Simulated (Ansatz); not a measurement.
Equilibrium lattice constant a (Å) of solids drawn from the class of elemental solids other than molecular ones, at two levels: LDA (PAW; Ansatz, a quantum-chemistry and plane-wave program), and PBEsol (Ansatz, PAW).

| solid | LDA | PBEsol | shift (%) |
|---|---|---|---|
| bcc Fe | 2.750 | 2.788 | +1.38 |
| fcc Pd | 3.840 | 3.876 | +0.94 |
| fcc Ca | 5.337 | 5.455 | +2.21 |
| fcc Ni | 3.423 | 3.463 | +1.17 |
| bcc Cs | 5.766 | 6.012 | +4.27 |
| diamond-structure Ge | 5.621 | 5.675 | +0.96 |
| fcc Cu | 3.518 | 3.563 | +1.28 |
| bcc Ta | 3.253 | 3.281 | +0.86 |
| bcc Nb | 3.247 | 3.271 | +0.74 |
| fcc Pt | 3.894 | 3.918 | +0.62 |

The shifts run from +0.62 % to +4.27 %, with a median of +1.06 %.

Over all 10 rows PBEsol is the larger in 10.

Ansatz's runs of these crystals have no spin polarisation, but for bcc Fe, fcc Ni.

Density-functional runs with spin start from parallel moments for bcc Fe, parallel moments for fcc Ni.

Spin–orbit coupling is left out, also for the solids with elements from indium on (bcc Cs, bcc Ta, fcc Pt); its size isn't shown.

Caveats: the gap of the solid is closed in this run (diamond-structure Ge). Ansatz's density-functional and Hartree–Fock values are scalar-relativistic unless marked +SOC, with PAW data made under PBE.
